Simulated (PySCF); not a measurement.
Saddle point of CH7AlO, singlet (CH₄O ([CH3][OH]) + AlH₃ → CH₅AlO ([CH3][O][AlH2]) + H₂; bonds formed: H2–H5; dative contacts that become bonds: Al1–O6; bonds broken: Al1–H2, H5–O6), PBE0-D4/def2-TZVP structure:

```xyz
10
angstrom
Al -1.0437 -0.0731 -1.0494
H 0.3275 0.7971 -1.7864
H -0.8439 -1.6359 -1.2235
H -2.3975 0.6945 -1.3173
H 0.4527 0.8613 -0.7514
O -0.0460 0.6027 0.3584
C 0.7352 -0.1610 1.2575
H 0.0790 -0.7161 1.9325
H 1.3625 0.5079 1.8497
H 1.3742 -0.8772 0.7299
```

Energies are electronic, without zero-point energy. Barriers and step energies count from the start structure reached by relaxing down the imaginary mode; all methods use the PBE0-D4 structures, on which another method's saddle can fall below an end. Program: PySCF 2.14 with density fitting (its default auxiliary sets; JK sets also for MP2 and CCSD(T)). Basis: def2-TZVPP, with def2-QZVPP for the basis limit. Cores are frozen in the correlated methods. B3LYP uses VWN-RPA correlation. Extrapolation: Hartree–Fock as exp(−7.88 √X), correlation as X^−2.97.

```
   method  barrier (kcal/mol)  step energy (kcal/mol)
    SPW92                   ?                   -3.94
   PBE-D4                   ?                   -6.98
r2SCAN-D4               13.51                   -6.64
  PBE0-D4               15.45                   -5.12
 B3LYP-D4               16.08                   -7.36
 BHLYP-D4               20.33                   -5.41
  wB97M-V               17.93                   -5.92
       HF               28.70                   -3.87
      MP2                   ?                   -7.36
     CCSD               20.30                   -5.13
  CCSD(T)               18.60                   -5.56
```

Task: Fill in the withheld barriers. (To be estimated.)

Result: By the calculation: MP2 16.59; SPW92 8.88; PBE-D4 11.88 kcal/mol. Each is the energy of the saddle less that of the start structure, by the same method.

For comparison, the barrier by CCSD(T) at an estimated basis limit (MP2 extrapolated from triple and quadruple zeta, plus CCSD(T) − MP2 in triple zeta) is 17.95 kcal/mol.

The T1 diagnostic stays at or below 0.013.

The step is the kind of ligand exchange by which a precursor binds to a hydroxyl group, or is hydrolysed, in atomic layer deposition of oxides.

Labels in which every atom is bracketed show which atoms are joined, not bond orders.

For scale, one of the runs: CCSD(T)/def2-TZVPP, 202 basis functions, launched by `OMP_NUM_THREADS=4 python run.py`. The run took 5.7 min on 4 CPU threads of an Arm Neoverse V1 (shared host), with 2.3 GiB of host memory at its peak.
